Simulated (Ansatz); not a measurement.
A calculation with Ansatz (development build ahead of 0.2.0).

```yaml
crystal:
  periodic: [false, false, false]
  atoms:
    - { symbol: Si, position_ang: [0.0, 0.0, 0.0] }
    - { symbol: C, position_ang: [0.0, 0.0, 3.366] }
basis:
  gaussian: { orbitals: pcseg-2 }
magnetization:
  initial_magnetization: 2
hamiltonian:
  xc: pbe
```

The input is written out in the form of the current development build from the run's settings.

Results

```yaml
Converged: yes
Total_energy: -327.03592 hartree
Spin_squared_of_the_determinant: 2.000
Stability_test: minimum among restricted orbitals
```

Caution: stretched shape with no unrestricted run beside it, a lower state can exist.
